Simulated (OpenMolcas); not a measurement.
# UPW91/ANO-L-VDZP run of NO (nitric oxide)

Aim: the energy change on altering one bond length of NO (nitric oxide) at UPW91/ANO-L-VDZP, from 2 runs. 

The results are computed with OpenMolcas 26.06.

## (1) The system as given

NO: 2 atoms, total charge 0, spin state doublet. As SMILES, `[N]=O`. The shape is that of a GFN2-xTB optimisation.

Bond lengths: N1–O2 1.155 Å.

## (2) The energy at UPW91/ANO-L-VDZP

File job.input:

```
* NO Kohn-Sham DFT
&GATEWAY
Coord
2
angstrom
N       -0.490230       0.179450      -0.247330
O        0.490230      -0.179450       0.247330
Basis=ANO-L-VDZP
Group=NoSym
&SEWARD
&SCF
UHF
Spin=2
KSDFT=2
1.0 GGA_X_PW91
1.0 GGA_C_PW91
PrOrbitals=0
```

On the command line:

```console
$ export MOLCAS_MEM=1860
$ pymolcas job.input > job.log
```

Log:

```text
--- Start Module: gateway ---
[...]
--- Stop Module: gateway /rc=_RC_ALL_IS_WELL_ ---
--- Start Module: seward ---
[...]
      Basis functions           28
--- Stop Module: seward /rc=_RC_ALL_IS_WELL_ ---
[...]
--- Start Module: scf ---
[...]
       Convergence after  14 Iterations
[...]
::    Total KS-DFT energy                            -129.9027468937
[...]
      Total spin, S                                     0.5009916607
[...]
      Total electronic charge=   15.000000
      Total            charge=   -0.000000
[...]
      Dipole Moment (debye):
      Origin of the operator (angstrom)=    0.0326   -0.0119    0.0164
                   X=  1.9716E-01               Y= -7.2171E-02               Z=  9.9471E-02           Total=  2.3233E-01
      Quadrupole Moment (debye*angstrom):
[...]
--- Stop Module: scf /rc=_RC_ALL_IS_WELL_ ---
[...]
```

Run time: 3.9 s. Hardware: 1 thread of Intel Xeon Platinum 8488C (Sapphire Rapids), shared host; peak memory 0.37 GiB.

## (3) The distorted shape at the same level

File job.inp:

```
>>> EXPORT MOLCAS_PRINT=2
&GATEWAY
Coord
2
angstrom
N       -0.588302       0.215350      -0.296809
O        0.490230      -0.179450       0.247330
Basis = ANO-L-VDZP
Group = NoSym
&SEWARD
&SCF
UHF
Spin = 2
KSDFT = 2
1.0 GGA_X_PW91
1.0 GGA_C_PW91
PrOrbitals = 0
```

On the command line:

```console
$ export MOLCAS_MEM=1860
$ pymolcas job.inp > job.log
```

Log:

```text
--- Start Module: gateway ---
[...]
--- Stop Module: gateway /rc=_RC_ALL_IS_WELL_ ---
--- Start Module: seward ---
[...]
      Basis functions           28
--- Stop Module: seward /rc=_RC_ALL_IS_WELL_ ---
[...]
--- Start Module: scf ---
[...]
       Convergence after  12 Iterations
[...]
::    Total KS-DFT energy                            -129.8885941445
[...]
      Total spin, S                                     0.5013995359
[...]
      Total electronic charge=   15.000000
      Total            charge=   -0.000000
[...]
      Dipole Moment (debye):
      Origin of the operator (angstrom)=   -0.0132    0.0048   -0.0067
                   X= -7.0245E-02               Y=  2.5714E-02               Z= -3.5440E-02           Total=  8.2774E-02
      Quadrupole Moment (debye*angstrom):
[...]
--- Stop Module: scf /rc=_RC_ALL_IS_WELL_ ---
[...]
```

It took 3.9 s on 1 thread of Intel Xeon Platinum 8488C (Sapphire Rapids), shared host; peak memory 0.37 GiB.

## (4) Results

At UPW91/ANO-L-VDZP:

| quantity | value |
| --- | --- |
| first shape: total energy | -129.90275 Eh |
| first shape: dipole moment | 0.23 D |
| first shape: HOMO energy (highest over α and β) | -4.63 eV |
| first shape: LUMO energy (lowest over α and β) | -4.37 eV |
| first shape: ⟨S²⟩ | 0.752 |
| distorted shape: total energy | -129.88859 Eh |
| distorted shape: dipole moment | 0.08 D |
| distorted shape: HOMO energy (highest over α and β) | -5.62 eV |
| distorted shape: LUMO energy (lowest over α and β) | -5.37 eV |
| distorted shape: ⟨S²⟩ | 0.753 |
| energy change with the N1–O2 bond stretched from 1.155 to 1.271 Å | 0.385 eV |

What this shows: With the N1–O2 bond stretched from 1.155 to 1.271 Å the energy rises by 0.39 eV (8.9 kcal/mol). The first shape isn't relaxed at this level, so the change isn't measured from a minimum.
